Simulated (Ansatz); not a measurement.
## LO phonon frequency at X of rock-salt ZrC at several levels of theory

No measured value is used here.

```csv
level (code),value (cm⁻¹),cell (Å³/atom)
LDA (Ansatz),[?],12.50
PBE (Ansatz),533,13.05
PBEsol (Ansatz),544,12.72
PBE-D3(BJ) (Ansatz),548,12.76
r²SCAN (Ansatz),549,13.07
```

**Question.** Some entries are withheld; supply them.

**Answer.** 
- LDA (Ansatz, an electronic-structure program), value (cm⁻¹): 553

PBE-D3(BJ): the dispersion coefficients are held fixed in the derivatives. Each level is taken at its own relaxed cell. Cutoffs differ between the levels. Ansatz's density-functional and Hartree–Fock values are scalar-relativistic unless marked +SOC, with PAW data made under PBE.
